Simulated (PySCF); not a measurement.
Compound: trans-crotononitrile, C4H5N.
SMILES: `C/C=C/C#N`

Method: PBE0/def2-SVPD in PySCF (dipole) on a GFN2-xTB geometry, gas phase.

Take the most abundant isotopes and a rigid rotor. 

Problem. What are A, B and C (GHz)?

Solution. Ia = 13.05, Ib = 216.12, Ic = 226.07 u·Å²; 505379 MHz·u·Å²/I gives 38716, 2338 and 2236 MHz, that is A = 38.716, B = 2.3384, C = 2.2355 GHz.

Problem. What kind of rotor is it?

Solution. A near-prolate asymmetric top. Ray's parameter κ = (2B − A − C)/(A − C) = -0.994; −1 is the prolate and +1 the oblate limit.

Problem. Is it planar, by Δ = Ic − Ia − Ib?

Solution. Not planar: Δ = Ic − Ia − Ib = -3.11 u·Å². For a rigid frame Δ = −2 Σ m c², so Σ m c² = 1.55 u·Å² lies off the ab plane, practically all of it from hydrogen. The atom farthest from that plane is 0.88 Å away.

Problem. Give the other two planar moments, Paa and Pbb, and the rms extents of the mass along the axes.

Solution. Paa = Σ m a² = (Ib + Ic − Ia)/2 = 214.57 and Pbb = Σ m b² = (Ia + Ic − Ib)/2 = 11.50 u·Å². With the mass M = 67.04 u, the rms extents √(P/M) along a, b and c are 1.79, 0.41, 0.15 Å.

Problem. List the rotational levels J(Ka,Kc) to J = 3 (cm⁻¹).

Solution. Above 0(0,0):
J = 1: 1(0,1) 0.1526, 1(1,1) 1.3660, 1(1,0) 1.3694
J = 2: 2(0,2) 0.4577, 2(1,2) 1.6677, 2(1,1) 1.6780, 2(2,1) 5.3183, 2(2,0) 5.3183
J = 3: 3(0,3) 0.9154, 3(1,3) 2.1203, 3(1,2) 2.1409, 3(2,2) 5.7760, 3(2,1) 5.7760, 3(3,1) 11.8518, 3(3,0) 11.8518
The levels of one J sum to (2J + 1)J(J + 1)(A + B + C)/3.

Problem. Predict some low-J microwave lines.

Solution. The dipole components are |μa| = 4.76 D, |μb| = 0.55 D, |μc| = 0.00 D; the mirror of this Cs structure is the ab plane, so μc vanishes by symmetry and there are no c-type lines. Intensities carry the squares of the components, which stand as 1.00 : 0.01 (a : b). Some lines, for components of 0.1 D or more:

| type | branch | J(Ka,Kc) | MHz | lower level (cm⁻¹) |
| --- | --- | --- | --- | --- |
| a | Q | 2(1,1) ← 2(1,2) | 309 | 1.668 |
| a | R | 3(2,2) ← 2(2,1) | 13722 | 5.318 |
| a | R | 4(1,4) ← 3(1,3) | 18089 | 2.120 |
| a | R | 4(3,2) ← 3(3,1) | 18296 | 11.852 |
| a | R | 4(3,1) ← 3(3,0) | 18296 | 11.852 |
| a | R | 4(2,2) ← 3(2,1) | 18298 | 5.776 |
| a | R | 5(0,5) ← 4(0,4) | 22865 | 1.526 |
| a | R | 5(2,3) ← 4(2,2) | 22873 | 6.386 |
| b | Q | 2(1,1) ← 2(0,2) | 36584 | 0.458 |
| b | Q | 5(1,4) ← 5(0,5) | 37207 | 2.288 |
| b | R | 1(1,1) ← 0(0,0) | 40952 | 0.000 |
| b | R | 3(1,3) ← 2(0,2) | 49842 | 0.458 |
| b | Q | 4(2,3) ← 4(1,4) | 109803 | 2.724 |
| b | R | 4(2,3) ← 3(1,2) | 127275 | 2.141 |
| b | R | 5(2,4) ← 4(1,3) | 131643 | 2.758 |
| b | R | 5(2,3) ← 4(1,4) | 132679 | 2.724 |
| b | Q | 3(3,0) ← 3(2,1) | 182145 | 5.776 |
| b | R | 3(3,1) ← 2(2,0) | 195868 | 5.318 |
| b | R | 3(3,0) ← 2(2,1) | 195868 | 5.318 |
| b | R | 4(3,2) ← 3(2,1) | 200441 | 5.776 |
| b | R | 4(3,1) ← 3(2,2) | 200442 | 5.776 |
| b | R | 5(3,3) ← 4(2,2) | 205014 | 6.386 |
| b | R | 5(3,2) ← 4(2,3) | 205017 | 6.386 |
| b | Q | 5(4,1) ← 5(3,2) | 255004 | 13.225 |
| b | R | 4(4,0) ← 3(3,1) | 273300 | 11.852 |
| b | Q | 5(5,0) ← 5(4,1) | 327863 | 21.731 |
| b | Q | 5(5,1) ← 5(4,2) | 327863 | 21.731 |
| b | R | 5(5,1) ← 4(4,0) | 350733 | 20.968 |

Whether it is a minimum is left open (no frequencies). No vibrational averaging or centrifugal distortion is included, and the geometry carries the error of its method. A rigid rotor knows nothing of internal rotation, which can split or shift real lines. Quadrupole hyperfine structure (14N) is left out.
